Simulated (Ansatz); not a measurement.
A-type hexagonal La2O3, treated with r²SCAN-D4 (Ansatz, a quantum-chemistry and plane-wave program, plane waves, PAW).

Run with plane-wave cutoff 560 eV, 12×12×6 k mesh (along the axes of the cell as run), Fermi–Dirac smearing 0.01 eV, scalar-relativistic PAW data made under PBE.

Energies at three volumes about the minimum:

```
V (Å³/atom)  E − E_lowest (meV/atom)
-----------  -----------------------
15.971                          2.47
16.297                          0.00
16.623                          2.32
```

Question: Fit a parabola by hand: where is the minimum, and what is the bulk modulus?

Answer: Slopes: (0.00 − 2.47)/(16.297 − 15.971) = -7.577 and (2.32 − 0.00)/(16.623 − 16.297) = 7.117 meV/Å³. Curvature E″ = 2 × (7.117 − (-7.577))/(16.623 − 15.971) = 45.074 meV/Å⁶. From the middle of the first interval, the slope vanishes at V0 = 16.1340 − (-7.577)/45.074 = 16.302 Å³/atom. B = V0 E″ = 16.302 × 45.074 meV/Å³ × 0.1602 GPa per meV/Å³ = 118 GPa. The full Birch–Murnaghan fit to all volumes gives V0 = 16.297 Å³/atom and B0 = 117 GPa.

Shape and atoms are relaxed at each volume.

Measured, for comparison: bulk modulus 113 GPa (300 K, not corrected to a static lattice; as tabulated in Santana et al. (2016), arXiv:1608.06321); equilibrium volume per atom 16.44 Å³/atom (room temperature, not corrected to a static lattice, equation of state from high-pressure X-ray diffraction; as tabulated in Ibáñez et al. (2020), arXiv:2005.12956). Computed (rounded) less measured: bulk modulus +4 %, equilibrium volume per atom -0.9 %. A static lattice is as a rule a little smaller and stiffer than an uncorrected measurement, which narrows the difference in the bulk modulus, equilibrium volume per atom and would widen misses of the other sign.

Note: the bulk modulus comes from volumes at which shape and atoms were relaxed.
